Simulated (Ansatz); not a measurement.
Si₂⁺, sextet: the ladder up to UCCSDT(Q)

Geometry: that of the Si2⁺, quartet, kept fixed. The quartet lies 4.6 eV lower here.

```tsv
atom	x (Å)	y (Å)	z (Å)
Si	0.0000	0.0000	0.0000
Si	0.0000	0.0000	2.2726
```

Basis cc-pVTZ; Ansatz 0.2.0. Correlated methods freeze the noble-gas cores, which leaves 7 electrons in 58 orbitals. Prefix R: restricted or restricted open-shell reference; prefix U: unrestricted. Active spaces: valence = (7e, 8o) chosen from the atoms' valence shells.

Full CI isn't at hand for all of this; UCCSDT(Q) serves as the reference, and is uncertain by the last step of the cluster series or more. The frozen core follows each run's orbitals, which can shift R against U totals by a few meV.

For open shells CISD is restricted-active-space CI with the open shells as a complete middle space.

```
UHF ⟨S²⟩                          : 8.753
T1 diagnostic (RCCSD)             : 0.0259
largest doubles amplitude (RCCSD) : 0.109
T1 diagnostic (UCCSD)             : 0.0254
```

```json
{"level": "RHF", "E − E(UCCSDT(Q)) (meV)": "3367", "share of correlation (%)": "0.00", "wall time": "–"}
{"level": "UHF", "E − E(UCCSDT(Q)) (meV)": "3331", "share of correlation (%)": "1.06", "wall time": "–"}
{"level": "RMP2", "E − E(UCCSDT(Q)) (meV)": "832", "share of correlation (%)": "75.28", "wall time": "–"}
{"level": "UMP2", "E − E(UCCSDT(Q)) (meV)": "835", "share of correlation (%)": "75.19", "wall time": "–"}
{"level": "CISD", "E − E(UCCSDT(Q)) (meV)": "234", "share of correlation (%)": "93.06", "wall time": "5.5 s"}
{"level": "RCCSD", "E − E(UCCSDT(Q)) (meV)": "238", "share of correlation (%)": "92.92", "wall time": "–"}
{"level": "UCCSD", "E − E(UCCSDT(Q)) (meV)": "234", "share of correlation (%)": "93.05", "wall time": "–"}
{"level": "RCCSD(T)", "E − E(UCCSDT(Q)) (meV)": "58", "share of correlation (%)": "98.29", "wall time": "2.9 s"}
{"level": "UCCSD(T)", "E − E(UCCSDT(Q)) (meV)": "53", "share of correlation (%)": "98.42", "wall time": "2.7 s"}
{"level": "BCCD(T)", "E − E(UCCSDT(Q)) (meV)": "57", "share of correlation (%)": "98.30", "wall time": "3.2 s"}
{"level": "RCCSDT", "E − E(UCCSDT(Q)) (meV)": "16", "share of correlation (%)": "99.51", "wall time": "–"}
{"level": "UCCSDT", "E − E(UCCSDT(Q)) (meV)": "12", "share of correlation (%)": "99.65", "wall time": "–"}
{"level": "RCCSDT(Q)", "E − E(UCCSDT(Q)) (meV)": "5", "share of correlation (%)": "99.85", "wall time": "29 s"}
{"level": "CASSCF (valence space)", "E − E(UCCSDT(Q)) (meV)": "2498", "share of correlation (%)": "25.79", "wall time": "–"}
{"level": "NEVPT2 (valence space)", "E − E(UCCSDT(Q)) (meV)": "691", "share of correlation (%)": "79.48", "wall time": "1.8 s"}
{"level": "MRCISD (valence space)", "E − E(UCCSDT(Q)) (meV)": "175", "share of correlation (%)": "94.82", "wall time": "–"}
{"level": "MRCISD+Q (valence space)", "E − E(UCCSDT(Q)) (meV)": "21", "share of correlation (%)": "99.38", "wall time": "3.3 s"}
```

The correlation energy at UCCSDT(Q), counted from RHF, is -3.367 eV. That run took 27 s on 1 thread of Arm Neoverse V1, shared host.

Times hold each run's SCF and search for its determinant on a shared host, so for small cases they say little of a method's own cost; they ran on 1 thread of Arm Neoverse V1.

Natural occupations of CASSCF (valence space) about the gap: 1.948 1.023 1.001 0.999 0.991 0.973 0.042 0.023; effectively unpaired electrons, Σ n²(2−n)², 5.02.
